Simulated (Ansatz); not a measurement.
Cost and result up the ladder for Si(vinyl)H3 (C2H6Si) (9 atoms). The state is a singlet with charge 0. Geometry: PBE0-D4/def2-TZVP.

```xyz
9

C     0.257   -0.071   -0.680
C    -0.932    0.187   -1.217
Si    0.557   -0.104    1.155
H     1.091   -0.272   -1.351
H    -1.803    0.396   -0.603
H    -1.090    0.202   -2.292
H    -0.718    0.196    1.859
H     1.582    0.904    1.542
H     1.057   -1.438    1.587
```

Ansatz on 2 threads of AMD EPYC 9R45 on a shared host. Times are rough, and most runs start from the orbitals of an earlier one. ωB97M-V/def2-TZVP serves as the yardstick here, not as an exact answer. Differences are given only for rows in sets of like size (and for xTB, whose basis is part of the method), since another set adds its own error. Binding counts from free atoms at the same level (C triplet, Si triplet, H doublet; other spins of the atoms weren't run), without zero-point energy or a counterpoise term.

LC-ωPBE has ω = 0.4 bohr⁻¹. Correlated methods freeze 7 core orbitals.

Correlated methods converge slowly with the basis.

```
                         level  functions  binding energy per atom (eV)  difference from ωB97M-V/def2-TZVP (eV)
             LC-ωPBE/def2-TZVP        135                          3.69                                   -0.04
           r2SCAN-D4/def2-TZVP        135                          3.72                                   -0.01
PBE-D4/def2-TZVP (with forces)        135                          3.75                                    0.02
              PBE0-D4/def2-SVP         76                          3.72                                       –
               PBE-D4/def2-SVP         76                          3.76                                       –
                     HF/STO-3G         25                          3.61                                       –
             PBE0-D4/def2-TZVP        135                          3.71                                   -0.01
             ωB97M-V/def2-TZVP        135                          3.73                                    0.00
            CCSD(T)/def2-TZVPP        188                          3.64                                   -0.08
                 MP2/def2-TZVP        135                          3.60                                   -0.13
```

(1) Estimate how long each takes.

Results:

(1) HF/STO-3G 0.1 s; PBE-D4/def2-SVP 0.35 s; PBE0-D4/def2-SVP 0.4 s; MP2/def2-TZVP 0.5 s; LC-ωPBE/def2-TZVP 0.75 s; PBE0-D4/def2-TZVP 0.8 s; PBE-D4/def2-TZVP (with forces) 0.8 s; r2SCAN-D4/def2-TZVP 1 s; ωB97M-V/def2-TZVP 2 s; CCSD(T)/def2-TZVPP 12 s. On shared hardware such times vary by a factor of up to 3.
